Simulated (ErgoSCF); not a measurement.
**OF2 (oxygen difluoride): a first try and a second**

Aim: the polarisability of OF2 (oxygen difluoride) at B3LYP/Turbomole-SV.

Program for the calculation: ErgoSCF 3.8.

2 further runs of the same task are left out: 1 that didn't finish, 1 set aside as unsound or not needed.

## (1) The structure to begin with

The species is OF2 (3 atoms), meant as a singlet with charge 0. SMILES: `FOF`. The coordinates come from a GFN2-xTB relaxation.

Bond lengths: F1–O2 1.366 Å, O2–F3 1.366 Å. Angles: F1–O2–F3 106.0°.

## (2) First attempt

mol.xyz

```xyz
3

F      0.956190    -0.330530     0.490900
O      0.000730     0.544900     0.060070
F     -0.956920    -0.214370    -0.550970
```

Started as:

```sh
$ ergo -m mol.xyz -e 'set_nthreads(1)' -e 'lr.max_iterations = 30' -e 'tmpdir = "."' -e 'scf.max_number_of_iterations = 3' -e 'scf.output_mulliken_pop = 1' -e 'basis = "Turbomole-SV"' -e 'scf.use_diagonalization = 1' -e 'get_polarisability "B3LYP-G" all 0.0428'
```

Standard output:

```text
INMA ERGO version 3.8
[... 8 lines left out ...]
INDF Weighted mixed functional:
[... 17 lines left out ...]
INSC nuclearEnergy, energy_2el, energy = 75.433387, 152.300272, -202.814087
[... 6 lines left out ...]
INSC nuclearEnergy, energy_2el, energy = 75.433387, 206.185931, -268.901219
[... 7 lines left out ...]
INSC nuclearEnergy, energy_2el, energy = 75.433387, 169.336163, -266.387400
[... 3 lines left out ...]
INSC SCF: dipole_moment_x [atomic units] =      -0.01015185
INSC SCF: dipole_moment_y [atomic units] =      -4.06355720
INSC SCF: dipole_moment_z [atomic units] =      -0.45062341
[... 47 lines left out ...]
REMA Response << Z | Z >> at freq     0.042800000:    -15.96420441
```

Standard output:

```text
Step  1: ssize:   2 |r|=      4.86921 shift=  0.042800
Step  2: ssize:   4 |r|=      41.7434 shift=  0.042800
Step  3: ssize:   6 |r|=      3.81988 shift=  0.042800
Step  4: ssize:   8 |r|=     0.861249 shift=  0.042800
Step  5: ssize:  10 |r|=     0.320416 shift=  0.042800
Step  6: ssize:  12 |r|=    0.0578058 shift=  0.042800
Step  7: ssize:  14 |r|=    0.0439621 shift=  0.042800
Step  8: ssize:  16 |r|=    0.0752099 shift=  0.042800
Step  9: ssize:  18 |r|=    0.0204317 shift=  0.042800
Step 10: ssize:  20 |r|=   0.00248922 shift=  0.042800
Response << X | X >> at freq     0.042800000:    -22.33868898
Response << Y | X >> at freq     0.042800000:     1.567860926
Response << Z | X >> at freq     0.042800000:    -5.281760514
Step  1: ssize:   2 |r|=      3.91183 shift=  0.042800
Step  2: ssize:   4 |r|=      3.01636 shift=  0.042800
Step  3: ssize:   6 |r|=      3.78978 shift=  0.042800
Step  4: ssize:   8 |r|=         4.39 shift=  0.042800
Step  5: ssize:  10 |r|=      3.08466 shift=  0.042800
Step  6: ssize:  12 |r|=     0.902302 shift=  0.042800
Step  7: ssize:  14 |r|=     0.154907 shift=  0.042800
Step  8: ssize:  16 |r|=    0.0303918 shift=  0.042800
Step  9: ssize:  18 |r|=   0.00695321 shift=  0.042800
Step 10: ssize:  20 |r|=  0.000953915 shift=  0.042800
Response << X | Y >> at freq     0.042800000:      1.56790445
Response << Y | Y >> at freq     0.042800000:    -70.84107443
Response << Z | Y >> at freq     0.042800000:    -5.537916434
Step  1: ssize:   2 |r|=      3.96104 shift=  0.042800
Step  2: ssize:   4 |r|=      12.5349 shift=  0.042800
Step  3: ssize:   6 |r|=      2.45252 shift=  0.042800
Step  4: ssize:   8 |r|=     0.656035 shift=  0.042800
Step  5: ssize:  10 |r|=     0.262714 shift=  0.042800
Step  6: ssize:  12 |r|=     0.408891 shift=  0.042800
Step  7: ssize:  14 |r|=     0.325273 shift=  0.042800
Step  8: ssize:  16 |r|=    0.0666135 shift=  0.042800
Step  9: ssize:  18 |r|=   0.00849893 shift=  0.042800
Step 10: ssize:  20 |r|=   0.00114986 shift=  0.042800
Response << X | Z >> at freq     0.042800000:     -5.28173427
Response << Y | Z >> at freq     0.042800000:    -5.537870679
Response << Z | Z >> at freq     0.042800000:    -15.96420441
```

It took 3.3 s on 1 thread of Arm Neoverse V2, shared host; peak memory 0.26 GiB.

## (3) Reading the log

The iterations ended before the threshold was met.

The fault: the iteration cap is too low for convergence. To mend it: raise the iteration cap from 3.

## (4) Try two

geom.xyz

```xyz
3

F      0.956190    -0.330530     0.490900
O      0.000730     0.544900     0.060070
F     -0.956920    -0.214370    -0.550970
```

Started as:

```sh
$ ergo -m geom.xyz -e 'set_nthreads(1)' -e 'charge = 0' -e 'lr.max_iterations = 30' -e 'scf.max_number_of_iterations = 100' -e 'scf.use_diagonalization = 1' -e 'basis = "Turbomole-SV"' -e 'tmpdir = "."' -e 'scf.output_mulliken_pop = 1' -e 'get_polarisability "B3LYP-G" all 0.0428'
```

Standard output:

```text
[...]
INDF Weighted mixed functional:
[...]
INSC Energy   1 =       -202.81408717598
[...]
INDE E_LUMO =         -0.09056014311
[...]
INSC Energy  28 =       -274.37983818553  ( diff     -0.000000000001364 )
[...]
RESC CONVERGED after  28 iterations.
RESC FINAL ENERGY:       -274.37983818553
[...]
INSC SCF: dipole_moment_x [atomic units] =       0.00073026
INSC SCF: dipole_moment_y [atomic units] =       0.05980058
INSC SCF: dipole_moment_z [atomic units] =       0.00695099
[...]
```

The script printed:

```text
Step  1: ssize:   2 |r|=      3.97105 shift=  0.042800
Step  2: ssize:   4 |r|=     0.568416 shift=  0.042800
Step  3: ssize:   6 |r|=    0.0622894 shift=  0.042800
Step  4: ssize:   8 |r|=    0.0279104 shift=  0.042800
Step  5: ssize:  10 |r|=   0.00613332 shift=  0.042800
Response << X | X >> at freq     0.042800000:    -11.80098746
Response << Y | X >> at freq     0.042800000:    0.5746895656
Response << Z | X >> at freq     0.042800000:     -5.22702664
Step  1: ssize:   2 |r|=      3.29464 shift=  0.042800
Step  2: ssize:   4 |r|=     0.462648 shift=  0.042800
Step  3: ssize:   6 |r|=    0.0930035 shift=  0.042800
Step  4: ssize:   8 |r|=    0.0249691 shift=  0.042800
Step  5: ssize:  10 |r|=    0.0107531 shift=  0.042800
Step  6: ssize:  12 |r|=   0.00152832 shift=  0.042800
Response << X | Y >> at freq     0.042800000:     0.574607601
Response << Y | Y >> at freq     0.042800000:    -7.002592055
Response << Z | Y >> at freq     0.042800000:   -0.2086053067
Step  1: ssize:   2 |r|=      2.98873 shift=  0.042800
Step  2: ssize:   4 |r|=     0.609761 shift=  0.042800
Step  3: ssize:   6 |r|=    0.0579374 shift=  0.042800
Step  4: ssize:   8 |r|=    0.0322149 shift=  0.042800
Step  5: ssize:  10 |r|=   0.00513409 shift=  0.042800
Step  6: ssize:  12 |r|=    0.0016186 shift=  0.042800
Response << X | Z >> at freq     0.042800000:    -5.226855519
Response << Y | Z >> at freq     0.042800000:   -0.2085777104
Response << Z | Z >> at freq     0.042800000:    -5.109068023
```

Wall time 4.2 s (1 thread of Arm Neoverse V2, shared host); peak memory 0.26 GiB.

## (5) What came out

Level: B3LYP/Turbomole-SV.

```
                                  quantity          value
                              total energy  -274.37984 Eh
                             dipole moment         0.15 D
mean polarisability at the frequency typed      8.0 bohr³
```

**Reading.** Mulliken charges run from -0.09 on F3 to +0.19 on O2.
